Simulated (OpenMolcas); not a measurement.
**CH2AlN (SMILES N#[C][AlH2]): methods side by side**

CH2AlN has 5 atoms, charge 0, and is taken as a singlet. SMILES: `N#[C][AlH2]`. The shape is that of a PBE0-D4/def2-TZVP optimisation.

Quantity: the HOMO–LUMO gap, in eV. The values are calculated.

| level | kind | program | value (eV) | CPU time |
| --- | --- | --- | --- | --- |
| HF/aug-cc-pVDZ | Hartree–Fock | OpenMolcas | 12.34 | 9 s |
| revPBE/aug-cc-pVDZ | GGA | OpenMolcas | 4.61 | 22 s |
| M06-L/aug-cc-pVDZ | meta-GGA | OpenMolcas | 5.28 | 30 s |
| r2SCAN/aug-cc-pVDZ | meta-GGA | OpenMolcas | 5.13 | 31 s |
| BHLYP/aug-cc-pVDZ | global hybrid | OpenMolcas | ? | 19 s |
| M06-2X/aug-cc-pVDZ | hybrid meta-GGA | OpenMolcas | ? | 28 s |
| PBE0/aug-cc-pVDZ | global hybrid | OpenMolcas | 6.62 | 21 s |
| B2PLYP/aug-cc-pVDZ | double hybrid | OpenMolcas | 8.83 | 17 s |

(1) Estimate the missing values from the other rows.

Answers

(1) As computed at these levels: BHLYP/aug-cc-pVDZ: 8.61 eV; M06-2X/aug-cc-pVDZ: 8.42 eV. The values span 4.61 to 12.34 eV. Orbital gaps aren't excitation energies, and those of double hybrids come from the SCF part alone; they tend to grow with the share of exact exchange. CPU times are rough (shared hosts, several kinds of processor): they show what a rung costs within a factor of a few.
